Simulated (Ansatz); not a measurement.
**A barrier at the coupled-cluster level**

Start structure (CH$_{10}$Si$_{2}$, singlet), relaxed at PBE0-D4/def2-TZVP:

Si1  (0.569, 1.101, 1.672)
Si2  (1.423, -0.805, 0.620)
H3  (-0.630, 1.607, 0.953)
H4  (0.184, 0.782, 3.073)
H5  (1.598, 2.175, 1.696)
H6  (-0.836, -0.937, -2.179)
C7  (-1.598, -0.237, -1.837)
H8  (2.626, -1.289, 1.350)
H9  (0.408, -1.892, 0.605)
H10  (1.813, -0.495, -0.782)
H11  (-2.414, -0.208, -2.559)
H12  (-1.162, 0.758, -1.743)
H13  (-1.981, -0.559, -0.870)
(Å)

The step: Si₂H₆ ([SiH3][SiH3]) + CH₄ → CH₆Si ([CH3][SiH3]) + SiH₄; bonds formed: Si1–C7, Si2–H6; bonds broken: Si1–Si2, H6–C7. Ansatz 0.2.0; basis: def2-TZVPP and def2-QZVPP; cores frozen in the correlated methods. Extrapolation: Hartree–Fock as exp(−7.88 √X), correlation as X^−2.97. Energies below are by CCSD(T) at an estimated basis limit (MP2 extrapolated from triple and quadruple zeta, plus CCSD(T) − MP2 in triple zeta).

Question: What are the electronic barrier and the energy of the step, from the start structure to the end structure? (To be estimated.)

Answer: Computed: Barrier 3.639 eV; step energy 0.079 eV (uphill); reverse barrier, their difference, 3.560 eV. Barrier and step energy count from the start structure, the reverse barrier from the end structure.

The saddle point: One imaginary mode of 1388i cm⁻¹.
```json
{"pair": "Si1–C7", "start (Å)": "4.34", "saddle (Å)": "2.18", "end (Å)": "1.87"}
{"pair": "Si2–H6", "start (Å)": "3.60", "saddle (Å)": "2.05", "end (Å)": "1.49"}
{"pair": "Si1–Si2", "start (Å)": "2.34", "saddle (Å)": "2.69", "end (Å)": "4.05"}
{"pair": "H6–C7", "start (Å)": "1.09", "saddle (Å)": "1.34", "end (Å)": "3.60"}
```

Zero-point energy (harmonic, PBE0-D4): ZPE is 2.563 eV at the start and 2.474 eV at the saddle, so the barrier goes from 3.639 to 3.549 eV.

The T1 diagnostic stays at or below 0.012.

Labels in which every atom is bracketed show which atoms are joined, not bond orders.

For scale, one of the runs: CCSD(T)/def2-TZVPP, 255 basis functions, launched by `ansatz run in.yaml --threads 4 --pin off --events-out ev --progress --plain --max-ram 9574MiB`. Time: 66 s of wall clock on 4 CPU threads of an AMD EPYC 7R43; the host was shared. Peak host memory: 5.3 GiB.
